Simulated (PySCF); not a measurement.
# SF₅: adding exact exchange

Base calculation in PySCF with density fitting and no spin–orbit coupling, PBE/def2-TZVP (no relativity): doublet, C4v, S–F 1.572 Å, S–F 1.644 Å (×4); F–S–F 89.9° (×4), F–S–F 92.0° (×4), F–S–F 176.0° (×2); wavenumbers 208, 320 (×2), 416, 466 (×2), 481, 526, 577, 751 (×2), 827 cm⁻¹; dipole moment 0.20 D, polar-tensor charge of S 2.74 e, atomisation energy (no zero-point energy) 1719 kJ/mol.

**Question.** What changes on going to PBE0/def2-TZVP (no relativity)?

**Answer.** The point group stays the same. Changes: mean bond to S -0.039 Å, smallest bond angle +0.1 degrees, highest wavenumber +77 cm⁻¹, lowest wavenumber +29 cm⁻¹, dipole moment +0.07 D, polar-tensor charge of S +0.19 e, atomisation energy (no zero-point energy) -168 kJ/mol. The new structure has S–F 1.544 Å, S–F 1.603 Å (×4); F–S–F 90.0° (×4), F–S–F 91.7° (×4), F–S–F 176.7° (×2), with wavenumbers 237, 356 (×2), 460, 522 (×2), 551, 589, 642, 839 (×2), 904 cm⁻¹. Exact exchange shortens and stiffens the bonds, the usual pattern.

Only the bonding shown was studied: isomers, or loss of a ligand pair, can lie lower.
